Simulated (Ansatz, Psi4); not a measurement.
Gas-phase reaction in SMILES: CO (CH4O) [methanol] + [H][H] (H2) → C (CH4) + O (H2O)

Property: energy of full hydrogenation (enthalpy at 298 K), in kcal/mol. Terms: no spin-orbit coupling; LANL2DZ all-electron up to Ne; non-relativistic; 6-311+G** with 5d; 6-31G* and kin with 6d, 5d where marked; dispersion terms only where a functional's name holds one; valence correlation only. Basis-set limits of correlation are two-point, X^-3; Hartree-Fock from the larger set. Ab initio and DFT rows: single points at B3LYP-D3(BJ) geometries (Ansatz, an electronic-structure program), with unscaled harmonic terms from B3LYP/6-31G* at its own minima.

Measured values: Active Thermochemical Tables 1.112 (ions: stationary electron), as tabulated in the package chemicals; they hold spin-orbit and core effects, anharmonicity. 

Value to compare with, the measured value: -27.6 kcal/mol.

```csv
level,program,energy of full hydrogenation (enthalpy at 298 K) (kcal/mol),error
PBE/STO-3G,Ansatz,-5.1,22.5
B3LYP/LANL2DZ,Ansatz,-26.0,1.6
B3LYP/6-31G*,Ansatz,-20.5,7.1
B3LYP/cc-pVDZ,Ansatz,-22.5,5.1
wB97X-D/6-31G*,Psi4,-22.0,5.6
MP2/6-311+G**,Ansatz,-27.7,-0.1
PBE/def2-TZVPD,Ansatz,-25.9,1.7
B2PLYP-D3(BJ)/def2-TZVPD,Ansatz + dftd3,-26.2,1.4
"CCSD(T)/CBS(cc-pVTZ,cc-pVQZ)",Ansatz,-27.2,0.4
```

Among the 6 habitual levels, PBE/STO-3G lies farthest from the measured value (22.5 kcal/mol) and MP2/6-311+G** nearest (-0.1); 5 of 6 lie above it, and their mean absolute error is 7.0 kcal/mol, the median 5.3. One case shows no general order.

The levels are drawn from those run, B3LYP/6-31G* more often than the rest, none by its result; runs whose electronic state is in doubt are left out.
